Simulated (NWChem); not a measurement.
**Total energies of tetrafluoromethane (CF4)**

```
C
F 1 1.3157
F 1 1.3157 2 109.47
F 1 1.3157 2 109.47 3 120.00
F 1 1.3157 2 109.47 4 120.00
```
Charge 0, spin multiplicity 1.

Everything below was run with NWChem. Structure: optimised with PBE0/def2-SVP, a minimum by its harmonic frequencies.

Basis set: cc-pVDZ (70 functions).

```tsv
method	total energy (Ha)
RHF	-435.66561
MP2	-436.53426
B2PLYP	-437.19135
PBE	-437.09556
B3LYP	-437.50547
LDA (SVWN5)	-434.65995
CCSD(T)	-436.55989
```

Total energies of different functionals aren't comparable as a measure of quality: only differences taken within one method are. 

The correlated methods keep 5 core orbitals frozen. B3LYP has NWChem's definition, with VWN1-RPA local correlation. No row is a measurement; the coupled-cluster row has its own basis-set and correlation limits.
